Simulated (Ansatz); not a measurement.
# Worked example: correlation energy of HNC, triplet

Geometry: that of the HNC, singlet, kept fixed. The singlet lies 5.9 eV lower here.

```yaml
atoms:
  - { symbol: N, position_ang: [0.0000, 0.0000, 0.0555] }
  - { symbol: C, position_ang: [0.0000, 0.0000, -1.1080] }
  - { symbol: H, position_ang: [0.0000, 0.0000, 1.0525] }
```

Basis 6-31G; Ansatz 0.2.0. Correlated methods freeze the noble-gas cores, which leaves 10 electrons in 18 orbitals. Prefix R: restricted or restricted open-shell reference; prefix U: unrestricted.

Full CI isn't at hand for all of this; UCCSDTQ serves as the reference, and is uncertain by about the last step of the cluster series.

Unrestricted rows (U) aren't spin-pure: their determinants' ⟨S²⟩ exceeds S(S+1) by up to 0.17, so they mix in states of higher spin.

Runs differ by some tens of microhartree through their thresholds and, for an open shell, their frozen cores, so steps under 0.03 kcal/mol mean nothing.

```
    level  total energy (hartree)
      UHF              -92.631335
     UMP2              -92.774076
    UCCSD              -92.796762
 UCCSD(T)              -92.800781
   UCCSDT              -92.801488
UCCSDT(Q)              -92.802069
  UCCSDTQ              -92.802009
```

Task: What is the correlation energy at UCCSDTQ, and what share of it do UMP2 and UCCSD recover?

Result: E(corr) = -92.802009 − (-92.631335) = -0.170674 hartree = -4.644 eV. UMP2: -0.142741 / -0.170674 = 83.63 %. UCCSD: -0.165427 / -0.170674 = 96.93 %.

Task: By how many kcal/mol does UCCSD(T) miss UCCSDTQ (1 hartree = 627.509 kcal/mol), and which steps make up the rest?

Result: -92.800781 − (-92.802009) = 0.001228 hartree = 0.77 kcal/mol. Steps: UCCSDT − UCCSD(T) = -0.44, UCCSDT(Q) − UCCSDT = -0.36, UCCSDTQ − UCCSDT(Q) = 0.04 kcal/mol. That is within 1 kcal/mol of the reference in this basis, which itself misses far more of the correlation at the basis-set limit.
